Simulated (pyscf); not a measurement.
Structures and frequencies: ωB97X-D3(BJ)/def2-SVP in PySCF.

SMILES: [SiH](I)(I)N
```xyz
7

N      0.9861     0.8701    -1.2860
Si    -0.1275     0.4063    -0.0746
I      0.4293     1.6234     1.9407
I     -2.4652     0.8823    -0.5902
H      1.1930     1.8515    -1.4425
H      1.0559     0.3276    -2.1419
H     -0.0400    -1.0527     0.1515
```

Problem. What is the homolytic dissociation enthalpy (298 K, ωB97M-D3(BJ)/def2-TZVP) of the N–Si bond of H₂N–SiH(I)–I (SMILES N[SiH](I)I), to NH₂• + I–SiH•–I?

Solution. N–Si to NH₂• + I–SiH•–I: 103.6 kcal/mol. The 7 functionals that were run give +95.5 (r²SCAN) to +103.6 kcal/mol (ωB97M-D3(BJ)). Elements past Kr carry the def2 core potentials, without spin-orbit coupling.
